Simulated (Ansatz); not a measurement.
Input file:

```yaml
crystal:
  periodic: [false, false, false]
  atoms:
    - {symbol: B, position_ang: [0.000000, 0.000000, 2.123942]}
    - {symbol: C, position_ang: [0.000000, 0.000000, -1.433333]}
    - {symbol: H, position_ang: [0.000000, -2.156720, -2.850667]}
    - {symbol: H, position_ang: [0.000000, 2.156720, -2.850667]}
basis:
  gaussian: {orbitals: 6-31G}
magnetization: {spin_polarized: false, initial_magnetization: 3}
correlation: {method: fic_mrcisd_q, electrons: outside_noble_gas, active_space: {window: {electrons: 9, orbitals: 10}, shells: [{species: B, l: s, shell: 2}, {species: B, l: p, shell: 2}, {species: C, l: s, shell: 2}, {species: C, l: p, shell: 2}, {species: H, l: s, shell: 1}]}}
```

```sh
$ ansatz run in.yaml --threads 1 --pin off --events-out ev --progress --plain --max-ram 2393MiB
```

Output:

```
488 factors; integrals over basis functions are off by at most 1.3e-7 eV
mean field evaluation 1: about -1712.7879 eV, gradient 9.7e0 eV
mean field evaluation 2: about -1712.7885 eV, gradient 9.7e0 eV
mean field evaluation 4: about -1712.8283 eV, gradient 1.0e1 eV
mean field evaluation 8: about -1713.3283 eV, gradient 6.1e0 eV
mean field evaluation 16: about -1716.5241 eV, gradient 2.4e-1 eV
mean field evaluation 32: about -1715.3218 eV, gradient 1.2e-1 eV
mean field evaluation 64: about -1717.0483 eV, gradient 1.8e0 eV
mean field evaluation 96: about -1712.5163 eV, gradient 2.2e1 eV
mean field evaluation 128: about -1717.1383 eV, gradient 1.2e-2 eV
mean field evaluation 160: about -1717.1244 eV, gradient 2.2e-2 eV
mean field evaluation 192: about -1717.1564 eV, gradient 2.1e-1 eV
mean field evaluation 224: about -1714.2675 eV, gradient 1.6e0 eV
mean field evaluation 256: about -1717.1825 eV, gradient 4.0e-1 eV
mean field evaluation 288: about -1717.1531 eV, gradient 1.7e-1 eV
mean field evaluation 320: about -1717.1397 eV, gradient 1.8e-1 eV
mean field evaluation 352: about -1714.9270 eV, gradient 5.4e0 eV
mean field evaluation 384: about -1717.1390 eV, gradient 6.6e-2 eV
mean field evaluation 416: about -1711.6247 eV, gradient 9.2e0 eV
mean field -1717.18649380 eV, -63.1054396962 hartree, gradient 3.7e-6 eV, S^2 3.750000; 31 other end points of the search recorded, 0 dependent functions left out
reference -1717.18649380 eV, -63.1054396962 hartree; 8, 5 occupied and 14, 17 virtual orbitals, 488 factors
state -1721.19660562 eV, -63.2528085877 hartree
contracted CI cycle   1: correlation 0.00000000 eV, 0.0000000000 hartree, residual 6.25e0 eV
contracted CI cycle   2: correlation -0.80917425 eV, -0.0297366053 hartree, residual 1.13e0 eV
contracted CI cycle   3: correlation -0.83607643 eV, -0.0307252423 hartree, residual 2.42e-1 eV
contracted CI cycle   4: correlation -0.83737895 eV, -0.0307731089 hartree, residual 5.48e-2 eV
contracted CI cycle   5: correlation -0.83744118 eV, -0.0307753956 hartree, residual 1.15e-2 eV
contracted CI cycle   6: correlation -0.83744378 eV, -0.0307754913 hartree, residual 3.14e-3 eV
contracted CI cycle   7: correlation -0.83744396 eV, -0.0307754980 hartree, residual 7.34e-4 eV
state -1721.19660562 eV, -63.2528085877 hartree; corrected -1722.05029721 eV, -63.2841811748 hartree
Total energy: -1722.05029721 eV, -63.2841811748 hartree
Checks for a lower state left out: starts, orbital_swaps
```

Ran on 1 thread of Arm Neoverse V1, shared host: 15 s wall, 0.51 GiB peak host memory.
